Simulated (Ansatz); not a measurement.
**BH4+ (singlet): wave-function methods side by side, cc-pVDZ**

The task here is to estimate one member of a computed series from the others.

Program: Ansatz 0.2.0, Gaussian basis. Level of theory: cc-pVDZ, core rule «outside noble gas», up to 1 orbitals frozen. These are calculated values, not measurements.

Plan: UHF; CCSD(T) on RHF; BCCD(T) on RHF; CISD; CCSDT(Q) on RHF; CASSCF and MRCISD+Q, 6 electrons in 8 orbitals; CASSCF and MRCISD+Q(relaxed), 6 electrons in 8 orbitals; CASSCF and NEVPT2, 6 electrons in 8 orbitals; Full CI.

9 further runs of the same task are left out: 3 that didn't finish, 6 set aside as unsound or not needed.

## The geometry

The geometry is a PBE0/def2-TZVP stationary point (not a proven minimum).

5 atoms, charge 1, spin multiplicity 1.

Atoms are counted from 1 here; the program's logs count them from 0.

Bond lengths: B1–H2 1.210 Å, B1–H3 1.210 Å, B1–H4 1.210 Å, B1–H5 1.210 Å. Angles: H2–B1–H3 90.0°, H2–B1–H4 90.0°, H2–B1–H5 180.0°, H3–B1–H4 180.0°, H3–B1–H5 90.0°, H4–B1–H5 90.0°.

As a file:

| atom | x (Å) | y (Å) | z (Å) |
| --- | --- | --- | --- |
| B1 | 0.00000 | 0.00000 | 0.00000 |
| H2 | -0.01558 | 0.86143 | 0.84983 |
| H3 | -0.02132 | -0.84997 | 0.86117 |
| H4 | 0.02132 | 0.84997 | -0.86117 |
| H5 | 0.01558 | -0.86143 | -0.84983 |

The first run:

in.yaml reads:

```yaml
crystal:
  periodic: [false, false, false]
  atoms:
    - {symbol: B, position_ang: [0.000000, 0.000000, 0.000000]}
    - {symbol: H, position_ang: [-0.015583, 0.861426, 0.849833]}
    - {symbol: H, position_ang: [-0.021323, -0.849967, 0.861171]}
    - {symbol: H, position_ang: [0.021323, 0.849967, -0.861171]}
    - {symbol: H, position_ang: [0.015583, -0.861426, -0.849833]}
basis:
  gaussian: {orbitals: cc-pVDZ}
total_charge: 1
magnetization: {spin_polarized: true, initial_magnetization: 0}
hamiltonian: {xc: hf}
output: {orbitals: {seedname: orbitals}}
```

Started as:

```bash
$ ansatz run in.yaml --threads 1 --pin off --events-out ev --progress --plain --max-ram 2176MiB
```

Among the steps run: UHF; CCSD(T) on RHF; BCCD(T) on RHF; CISD; CCSDT(Q) on RHF; CASSCF and MRCISD+Q, 6 electrons in 8 orbitals; CASSCF and MRCISD+Q(relaxed), 6 electrons in 8 orbitals; CASSCF and NEVPT2, 6 electrons in 8 orbitals; Full CI.

One table of the session follows, with a row left open; its other results are not shown here.

| method | from FCI (meV) |
| --- | --- |
| RHF | +3705.3 |
| RMP2 | +801.2 |
| CISD | +215.5 |
| RCCSD | +93.7 |
| RCCSD(T) | +20.1 |
| BCCD(T) | +20.0 |
| RCCSDT | +5.2 |
| RCCSDT(Q) | +1.0 |
| CASSCF valence | +1730.3 |
| NEVPT2 valence | +405.6 |
| MRCISD valence | +48.2 |
| MRCISD+Q valence | -1.8 |
| MRCISD+Q(relaxed) valence | ? |
| FCI | 0 |

**Question.** Estimate the row for MRCISD+Q(relaxed) valence.

**Answer.** from FCI (meV): -18.9. In the column «from FCI (meV)» it is the lowest.

To keep in mind: MRCISD+Q(relaxed) valence falls below full CI: the +Q correction isn't variational, and the cores differ from full CI's.
